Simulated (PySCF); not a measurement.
Ionisation energies (eV) were calculated with PySCF 2.14 by LDA, MP2 (valence), PBE, in another order, as differences of total energies without spin-orbit coupling. The measured values are between term centres (NIST).

```json
{"species": "Be (dyall-acv3z, spin-free X2C)", "measured": "9.323", "A": "9.028", "B": "8.998", "C": "8.838"}
{"species": "B (dyall-acv3z, spin-free X2C)", "measured": "8.297", "A": "8.645", "B": "8.671", "C": "8.265"}
{"species": "C (dyall-acv3z, spin-free X2C)", "measured": "11.262", "A": "11.690", "B": "11.538", "C": "11.250"}
{"species": "O (dyall-acv3z, spin-free X2C)", "measured": "13.608", "A": "13.993", "B": "14.049", "C": "13.328"}
{"species": "F (dyall-acv3z, spin-free X2C)", "measured": "17.427", "A": "17.946", "B": "17.643", "C": "17.289"}
{"species": "Ne (dyall-acv3z, spin-free X2C)", "measured": "21.597", "A": "22.172", "B": "21.644", "C": "21.625"}
{"species": "Al+ (dyall-acv3z, spin-free X2C)", "measured": "18.829", "A": "18.925", "B": "18.790", "C": "18.335"}
{"species": "P (dyall-acv3z, spin-free X2C)", "measured": "10.526", "A": "10.564", "B": "10.477", "C": "10.481"}
```

Question: Which column is which method?

Answer: A is LDA (mean error 0.26 eV); B is PBE (mean error 0.12 eV); C is MP2 (valence) (mean error -0.18 eV). LDA overbinds the outer electron and comes out highest. PBE, with gradient corrections, lies close to experiment on average, with errors of both signs. Valence MP2 in a finite basis recovers only part of the missing correlation, so it stays below experiment on average.
